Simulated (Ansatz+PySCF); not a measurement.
A calculation with Ansatz (development build ahead of 0.2.0).

```yaml
crystal:
  periodic: [false, false, false]
  atoms:
    - { symbol: C, position_ang: [0.06497, 0.0, -1.58682] }
    - { symbol: C, position_ang: [-0.51734, 0.0, -0.25478] }
    - { symbol: C, position_ang: [0.15131, 0.73721, 0.88512] }
    - { symbol: C, position_ang: [0.15131, -0.73721, 0.88512] }
    - { symbol: H, position_ang: [1.14057, 0.0, -1.71921] }
    - { symbol: H, position_ang: [-0.55905, 0.0, -2.46995] }
    - { symbol: H, position_ang: [-1.60154, 0.0, -0.21992] }
    - { symbol: H, position_ang: [-0.49229, 1.2582, 1.58442] }
    - { symbol: H, position_ang: [1.07717, 1.25129, 0.6558] }
    - { symbol: H, position_ang: [-0.49229, -1.2582, 1.58442] }
    - { symbol: H, position_ang: [1.07717, -1.25129, 0.6558] }
basis:
  gaussian: { orbitals: cc-pVTZ }
magnetization:
  spin_polarized: true
  initial_magnetization: 1
hamiltonian:
  xc: hf
correlation:
  method: mp2
  frozen_orbitals: { C: 1, H: 0 }
output:
  forces: true
```

The input is written out in the form of the current development build from the run's settings.

The run gave:

* Converged: yes
* Reference energy: -155.52106 hartree
* Correlation energy: -0.65371 hartree
* Total energy: -156.17478 hartree
* Spin squared of the determinant: 0.768
* Stability test: minimum
* Occupied orbitals by symmetry in an Abelian subgroup (alpha; beta): 11 A' 5 A''; 11 A' 4 A''

Forces (eV/Å):
```json
{"atom": "C1", "Fx": "0.126", "Fy": "0.000", "Fz": "-0.178"}
{"atom": "C2", "Fx": "-0.444", "Fy": "0.000", "Fz": "-0.285"}
{"atom": "C3", "Fx": "0.145", "Fy": "0.830", "Fz": "0.213"}
{"atom": "C4", "Fx": "0.145", "Fy": "-0.830", "Fz": "0.213"}
{"atom": "H5", "Fx": "-0.171", "Fy": "0.000", "Fz": "0.063"}
{"atom": "H6", "Fx": "0.099", "Fy": "0.000", "Fz": "0.168"}
{"atom": "H7", "Fx": "0.162", "Fy": "0.000", "Fz": "-0.004"}
{"atom": "H8", "Fx": "0.085", "Fy": "-0.090", "Fz": "-0.101"}
{"atom": "H9", "Fx": "-0.116", "Fy": "-0.090", "Fz": "0.006"}
{"atom": "H10", "Fx": "0.085", "Fy": "0.090", "Fz": "-0.101"}
{"atom": "H11", "Fx": "-0.116", "Fy": "0.090", "Fz": "0.006"}
```
